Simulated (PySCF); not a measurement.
Working out the electron affinity of Cl

Cl⁻ [Ar] (1S) → Cl [Ne] 3s2 3p5 (2P). Calculation: PySCF 2.14, in dyall-acv3z (19s12p6d4f, 113 functions); the spin-free X2C one-electron Hamiltonian (Gaussian nucleus). Frozen: 1s2; the 15 highest virtual orbitals dropped. Energies in hartree (1 hartree = 27.21139 eV):

```json
{"part": "UHF", "Cl⁻ (lower)": "-460.989772", "Cl (upper)": "-460.903316"}
{"part": "MP2 opposite-spin", "Cl⁻ (lower)": "-0.387847", "Cl (upper)": "-0.356170"}
{"part": "MP2 same-spin", "Cl⁻ (lower)": "-0.142355", "Cl (upper)": "-0.127299"}
```

Question: What does Hartree-Fock give?

Answer: (-460.903316) − (-460.989772) = 0.086456 hartree = 2.353 eV.

Question: What do MP2 and SCS-MP2 (6/5 opposite-spin, 1/3 same-spin) give?

Answer: The opposite-spin parts differ by 0.862 eV and the same-spin parts by 0.410 eV. MP2: 2.353 + (0.862) + (0.410) = 3.625 eV. SCS-MP2: 2.353 + 1.2 × (0.862) + (0.410)/3 = 3.524 eV.

A first-order spin-orbit estimate adds -0.035 eV to MP2 (valence and next inner shell), giving 3.590 eV against 3.613 eV (measured; photodetachment measurements, as compiled on the Wikipedia data page of electron affinities).

What remains against the reference includes basis incompleteness, the frozen core and correlation beyond second order.
